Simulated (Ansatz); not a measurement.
# AlNH3S (SMILES [NH2][Al][SH]) at UB3LYP/6-31G(d) (Cartesian functions)

What is the vertical doublet–quartet gap of AlNH3S at UB3LYP/6-31G* (Cartesian functions)? 

Program for the calculation: Ansatz 0.2.0.

59 further runs of the same task are left out: 59 set aside as unsound or not needed. Runs told in other sessions of the task aren't counted.

**1. The system as given**

AlNH3S has 6 atoms, charge 0, and is taken as a doublet. As SMILES, `[NH2][Al][SH]`. Geometry: relaxed at PBE0-D4/def2-TZVP. This is one conformer, not always the lowest.

Bond lengths: N1–Al2 1.770 Å, Al2–S3 2.208 Å, N1–H4 1.009 Å, N1–H5 1.007 Å, S3–H6 1.343 Å. Angles: N1–Al2–S3 115.8°, Al2–N1–H4 125.1°, Al2–N1–H5 124.5°, Al2–S3–H6 93.4°, H4–N1–H5 110.4°.

**2. The energy at UB3LYP/6-31G(d) (Cartesian functions)**

input.yaml reads:

```yaml
crystal:
  periodic: [false, false, false]
  atoms:
    - {symbol: "N", position_ang: [-0.909500, 0.196700, -0.977100]}
    - {symbol: Al, position_ang: [0.142900, -0.793800, 0.045400]}
    - {symbol: S, position_ang: [1.372100, 0.308200, 1.511800]}
    - {symbol: H, position_ang: [-0.980700, 1.201900, -0.933300]}
    - {symbol: H, position_ang: [-1.523300, -0.168400, -1.686700]}
    - {symbol: H, position_ang: [1.940700, -0.808600, 1.993700]}
basis:
  gaussian:
    orbitals: "6-31G*"
magnetization:
  spin_polarized: true
  initial_magnetization: 1
hamiltonian:
  xc: {name: B3LYP}
accuracy: high
output: {orbitals: {seedname: orbitals}}
```

Command:

```console
ansatz run input.yaml --threads 1 --pin off --max-ram 2610MiB --events-out events.jsonl --progress --plain --runs-dir runs
```

Output:

```text
Warning: RAYON_NUM_THREADS=1 ignored (pool sized by the plan → 1); use --threads N
Functional definition: B3LYP
  name "B3LYP"
  parameter a0 = 0.2
  parameter ax = 0.72
  parameter ac = 0.81
  exchange = (1 - a0 - ax)*slater_x + ax*b88_x + a0*exact_x
  correlation = (1 - ac)*vwn_rpa_c + ac*lyp_c
1202 factors; integrals over basis functions are off by at most 3.9e-9 eV
mean field evaluation 1: about -18964.1042 eV, gradient 4.3e1 eV
mean field evaluation 2: about -18929.4484 eV, gradient 7.9e1 eV
mean field evaluation 4: about -18971.8392 eV, gradient 5.9e0 eV
mean field evaluation 8: about -18972.1546 eV, gradient 6.2e-1 eV
mean field evaluation 16: about -18972.1575 eV, gradient 3.5e-4 eV
mean field -18972.15747446 eV, -697.2139273963 hartree, gradient 1.2e-8 eV, S^2 0.751812; 0 other end points of the search recorded, 0 dependent functions left out
reference -18972.15750987 eV, -697.2139286976 hartree; 20, 19 occupied and 39, 40 virtual orbitals, 1202 factors
Total energy: -18972.15750987 eV, -697.2139286976 hartree
```

Wall time 13 s (1 thread of Arm Neoverse N1, shared host); peak memory 0.24 GiB.

**3. The quartet at the same level**

input.yaml: that of step 2 with these lines changed.

```diff
@@ -14,3 +14,3 @@
   spin_polarized: true
-  initial_magnetization: 1
+  initial_magnetization: 3
 hamiltonian:
@@ -18,2 +18,3 @@
 accuracy: high
-output: {orbitals: {seedname: orbitals}}
+output:
+  orbitals: {seedname: orbitals}
```

Command:

```console
ansatz run input.yaml --threads 1 --pin off --max-ram 2610MiB --events-out events.jsonl --progress --plain --runs-dir runs
```

Output, shortened:

```text
Warning: RAYON_NUM_THREADS=1 ignored (pool sized by the plan → 1); use --threads N
[... 7 set-up lines as earlier in the session ...]
1202 factors; integrals over basis functions are off by at most 3.9e-9 eV
mean field evaluation 1: about -18958.0635 eV, gradient 4.4e1 eV
mean field evaluation 2: about -18897.7800 eV, gradient 9.4e1 eV
mean field evaluation 4: about -18963.1680 eV, gradient 2.3e1 eV
mean field evaluation 8: about -18967.2260 eV, gradient 7.5e-1 eV
mean field evaluation 16: about -18967.3375 eV, gradient 4.9e-3 eV
mean field -18967.33752329 eV, -697.0367974579 hartree, gradient 6.2e-8 eV, S^2 3.754845; 0 other end points of the search recorded, 0 dependent functions left out
reference -18967.33755906 eV, -697.0367987722 hartree; 21, 18 occupied and 38, 41 virtual orbitals, 1202 factors
Total energy: -18967.33755906 eV, -697.0367987722 hartree
```

Run time: 12 s. Hardware: 1 thread of Arm Neoverse N1, shared host; peak memory 0.24 GiB.

**4. Summary of results**

At UB3LYP/6-31G* (Cartesian functions):

```
                                        quantity          value
                           doublet: total energy  -697.21393 Eh
     doublet: HOMO energy (highest over α and β)       -5.51 eV
      doublet: LUMO energy (lowest over α and β)       -2.77 eV
                                   doublet: ⟨S²⟩          0.752
                           quartet: total energy  -697.03680 Eh
     quartet: HOMO energy (highest over α and β)       -2.18 eV
                                   quartet: ⟨S²⟩          3.755
vertical energy of the quartet above the doublet       4.820 eV
```

In words: At this shape the quartet lies 4.82 eV (465 kJ/mol) above the doublet.
